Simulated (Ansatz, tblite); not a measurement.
# C2H8Si: isomers side by side, part 2 of 2

Aim: relax some chosen isomers of C2H8Si, and see how the levels of theory order them.

Ansatz 0.2.0, Gaussian basis; relaxed with PBE0-D4/def2-TZVP, singlet.

**14. Candidate A, PBE-D4/def2-SVP**

The input, in.yaml:

```yaml
crystal:
  periodic: [false, false, false]
  atoms:
    - {symbol: C, position_ang: [-0.274643, -0.419960, 0.505621]}
    - {symbol: C, position_ang: [0.515701, 0.744444, 1.094711]}
    - {symbol: Si, position_ang: [-0.307425, -0.428191, -1.370137]}
    - {symbol: H, position_ang: [0.142191, -1.375115, 0.843241]}
    - {symbol: H, position_ang: [-1.309711, -0.400287, 0.863892]}
    - {symbol: H, position_ang: [0.511692, 0.721279, 2.187415]}
    - {symbol: H, position_ang: [1.559403, 0.723278, 0.769859]}
    - {symbol: H, position_ang: [0.099232, 1.706993, 0.785743]}
    - {symbol: H, position_ang: [1.077653, -0.511209, -1.911996]}
    - {symbol: H, position_ang: [-0.926809, 0.825773, -1.882920]}
    - {symbol: H, position_ang: [-1.087275, -1.587004, -1.885429]}
basis:
  gaussian: {orbitals: def2-SVP, initial_orbitals: start.molden}
hamiltonian: {xc: pbe, dispersion: d4}
scf: {omitted_lower_state_checks: [starts]}
output: {orbitals: {seedname: orbitals}}
```

The run is started by

```bash
$ ansatz run in.yaml --threads 2 --pin off --events-out ev --progress --plain --max-ram 4352MiB
```

The program printed:

```text
Functional definition: PBE
  name "PBE"
  cite "Perdew, Burke & Ernzerhof, Phys. Rev. Lett. 77, 3865 (1996) doi:10.1103/PhysRevLett.77.3865"
  parent pbe
  parameter kappa = 0.804
  parameter beta = 0.06672455060314922
  exchange = pbe_x(kappa = kappa, mu = beta*pi^2/3)
  correlation = pbe_c(beta = beta)
these checks for a lower state are left out or cut short: starts
976 factors; their error is unknown
mean field evaluation 1: about -10070.3763 eV, gradient 6.2e0 eV
mean field evaluation 2: about -10070.4873 eV, gradient 8.8e-2 eV
mean field evaluation 4: about -10070.4304 eV, gradient 1.4e-4 eV
mean field -10070.43042600 eV, -370.0814921726 hartree, gradient 1.5e-5 eV, S^2 0.000000; 0 other end points of the search recorded, 0 dependent functions left out
reference -10070.43046022 eV, -370.0814934301 hartree; 17, 17 occupied and 69, 69 virtual orbitals, 976 factors
Total energy: -10070.60730453 eV, -370.0879923386 hartree
Checks for a lower state left out: starts
```

Run time: 2.2 s. Hardware: 2 threads of AMD EPYC 7R43, shared host.

Report: HOMO -7.21 eV, LUMO 0.40 eV.

**15. Candidate A, PBE0-D4/def2-SVP**

Edit in.yaml of step 14 so:

```diff
@@ -16,3 +16,3 @@
   gaussian: {orbitals: def2-SVP, initial_orbitals: start.molden}
-hamiltonian: {xc: pbe, dispersion: d4}
+hamiltonian: {xc: pbe0, dispersion: d4}
 scf: {omitted_lower_state_checks: [starts]}
```

Launched as before.

The program printed:

```text
Functional definition: PBE0
  name "PBE0"
  cite "Adamo & Barone, J. Chem. Phys. 110, 6158 (1999) doi:10.1063/1.478522"
  cite "Perdew, Burke & Ernzerhof, Phys. Rev. Lett. 77, 3865 (1996) doi:10.1103/PhysRevLett.77.3865"
  parent pbe
  parameter a = 0.25
  parameter kappa = 0.804
  parameter beta = 0.06672455060314922
  exchange = (1 - a)*pbe_x(kappa = kappa, mu = beta*pi^2/3) + a*exact_x
  correlation = pbe_c(beta = beta)
these checks for a lower state are left out or cut short: starts
976 factors; their error is unknown
mean field evaluation 1: about -10071.8440 eV, gradient 4.4e0 eV
mean field evaluation 2: about -10071.8990 eV, gradient 4.0e-2 eV
mean field evaluation 4: about -10071.9388 eV, gradient 7.7e-5 eV
mean field -10071.93884029 eV, -370.1369253754 hartree, gradient 7.6e-5 eV, S^2 0.000000; 0 other end points of the search recorded, 0 dependent functions left out
reference -10071.93886697 eV, -370.1369263559 hartree; 17, 17 occupied and 69, 69 virtual orbitals, 976 factors
Total energy: -10072.08661205 eV, -370.1423558873 hartree
Checks for a lower state left out: starts
```

It took 2.2 s on 2 threads of AMD EPYC 7R43, shared host.

From the report: HOMO -8.53 eV, LUMO 1.23 eV.

**16. Candidate A, CCSD(T)/def2-TZVPP**

Edit in.yaml of step 15 so:

```diff
@@ -15,4 +15,4 @@
 basis:
-  gaussian: {orbitals: def2-SVP, initial_orbitals: start.molden}
-hamiltonian: {xc: pbe0, dispersion: d4}
+  gaussian: {orbitals: def2-TZVPP, initial_orbitals: start.molden}
+correlation: {method: ccsd_t}
 scf: {omitted_lower_state_checks: [starts]}
```

Launched as before.

The program printed (excerpt; [...] marks lines left out):

```text
Functional definition: HF
  name "HF"
  cite "Fock, Z. Phys. 61, 126 (1930) doi:10.1007/BF01340294"
  parent pbe
[...]
1216 factors; integrals over basis functions are off by at most 1.1e-3 eV
[...]
mean field -10050.94888616 eV, -369.3655587885 hartree, gradient 3.5e-6 eV, S^2 0.000000; 0 other end points of the search recorded, 0 dependent functions left out
7 core orbitals not correlated: weight in the atoms' cores, before any rotation towards them, 1.000 or more for the frozen orbitals, at most 0.000 for the correlated occupied ones
reference -10050.94888616 eV, -369.3655587885 hartree; 10, 10 occupied and 199, 199 virtual orbitals, 1216 factors
second order -13.38883758 eV of doubles, -0.00000000 eV of singles
cycle   1  -14.29304673 eV  change   -9.0e-1 eV  update   7.6e-2
[...]
cycle   8  -14.73694516 eV  change   -6.5e-6 eV  update   1.9e-5
perturbative correction -0.51267600 eV, -0.0188404956 hartree
Total energy: -10066.19850733 eV, -369.9259720298 hartree
Checks for a lower state left out: starts
```

It took 1.9 min on 2 threads of AMD EPYC 7R43, shared host; peak memory 3.1 GiB.

Report: Hartree-Fock HOMO -11.65 eV, LUMO 3.33 eV; T1 0.010.

**17. Candidate A, MP2/def2-TZVP**

Edit in.yaml of step 16 so:

```diff
@@ -15,4 +15,4 @@
 basis:
-  gaussian: {orbitals: def2-TZVPP, initial_orbitals: start.molden}
-correlation: {method: ccsd_t}
+  gaussian: {orbitals: def2-TZVP, initial_orbitals: start.molden}
+correlation: {method: mp2}
 scf: {omitted_lower_state_checks: [starts]}
```

The command is unchanged.

The program printed:

```text
Functional definition: HF
  name "HF"
  cite "Fock, Z. Phys. 61, 126 (1930) doi:10.1007/BF01340294"
  parent pbe
  exchange = exact_x
  correlation = 0
these checks for a lower state are left out or cut short: starts
1008 factors; integrals over basis functions are off by at most 1.3e-3 eV
mean field evaluation 1: about -10050.2576 eV, gradient 2.3e1 eV
mean field evaluation 2: about -10050.7644 eV, gradient 5.7e-1 eV
mean field evaluation 4: about -10050.8896 eV, gradient 2.8e-3 eV
mean field evaluation 8: about -10050.8896 eV, gradient 2.5e-6 eV
mean field -10050.88957874 eV, -369.3633792809 hartree, gradient 2.4e-6 eV, S^2 0.000000; 0 other end points of the search recorded, 0 dependent functions left out
7 core orbitals not correlated: weight in the atoms' cores, before any rotation towards them, 1.000 or more for the frozen orbitals, at most 0.000 for the correlated occupied ones
reference -10050.88957874 eV, -369.3633792809 hartree; 10, 10 occupied and 130, 130 virtual orbitals, 1008 factors
second order -12.74607026 eV of doubles, -0.00000000 eV of singles
Total energy: -10063.63564900 eV, -369.8317887236 hartree
Checks for a lower state left out: starts
```

Run time: 4 s. Hardware: 2 threads of AMD EPYC 7R43, shared host.

Hartree-Fock HOMO -11.65 eV, LUMO 3.33 eV.

**18. A against B**

The energies of B at these levels come from its own runs, whose logs aren't repeated here.

Differences are taken before rounding.

| method | A above B (eV) | from CCSD(T)/def2-TZVPP (eV) | time |
| --- | --- | --- | --- |
| GFN1-xTB | 0.041 | -0.493 | 0.031 s |
| GFN2-xTB | -0.141 | -0.676 | 0.018 s |
| HF/def2-TZVP | 0.503 | -0.031 |  |
| HF/def2-TZVPP | 0.512 | -0.022 |  |
| LDA/def2-TZVP | 0.522 | -0.012 | 4.9 s |
| PBE-D4/def2-SVP | 0.455 | -0.080 | 4.2 s |
| PBE-D4/def2-TZVP | 0.540 | +0.005 | 8.7 s |
| r2SCAN-D4/def2-TZVP | 0.583 | +0.048 | 12 s |
| PBE0-D4/def2-SVP | 0.469 | -0.065 | 4.6 s |
| PBE0-D4/def2-TZVP | 0.544 | +0.010 | 9.6 s |
| HSE06-D4/def2-TZVP | 0.545 | +0.010 | 13 s |
| CAM-B3LYP-D4/def2-TZVP | 0.535 | +0.001 | 11 s |
| MP2/def2-TZVP | 0.550 | +0.015 | 7.5 s |
| MP2/def2-TZVPP | 0.559 | +0.024 |  |
| CCSD/def2-TZVPP | 0.532 | -0.002 |  |
| CCSD(T)/def2-TZVPP | 0.534 | 0 | 4 min |

Among the levels timed on like hardware and quicker than the yardstick, those that no quicker one beats, quickest first: GFN2-xTB (0.018 s, -0.676 eV); GFN1-xTB (0.031 s, -0.493 eV); PBE-D4/def2-SVP (4.2 s, -0.080 eV); PBE0-D4/def2-SVP (4.6 s, -0.065 eV); LDA/def2-TZVP (4.9 s, -0.012 eV); PBE-D4/def2-TZVP (8.7 s, +0.005 eV); CAM-B3LYP-D4/def2-TZVP (11 s, +0.001 eV).

Times add the two runs; a level without a time comes out of a correlated run.

**19. Outcome**

What follows sums up all 2 parts.

| quantity | value |
| --- | --- |
| A above B, CCSD(T)/def2-TZVPP | +0.534 eV |
| levels that put A lower | GFN2-xTB |

What this shows: The levels disagree on A and B: 1 of 16 put A lower. CCSD(T)/def2-TZVPP isn't at the basis-set limit; small misses against it rank nothing. Only these isomers were run, one conformer each; others of the formula can lie lower. Only singlets are compared; another spin may lie lower and prefer another shape.
